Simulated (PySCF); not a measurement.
C: ionisation energy

C [He] 2s2 2p2 (3P) → C⁺ [He] 2s2 2p1 (2P), as a difference of total energies. Computed with PySCF 2.14 in x2c-TZVPall (5s3p2d1f, 31 functions), with scalar relativity by spin-free X2C-1e. Correlated levels: valence: 1s2 frozen. The calculations carry no spin-orbit coupling.

```csv
method,ionisation energy (eV)
UHF,10.797
LDA,11.678
M06-2X,11.310
MP2 (valence),11.237
SCS-MP2 (valence),11.111
CCSD (valence),11.141
CCSD(T) (valence),11.166
```

Problem. How much does correlation contribute at CCSD(T) (valence)?

Solution. 11.166 − (10.797) = 0.369 eV, measured against UHF.

Errors of the correlated levels include the incompleteness of this basis and the frozen core.

For comparison: 11.262 eV (measured; NIST levels, between the centres of gravity of the two terms).
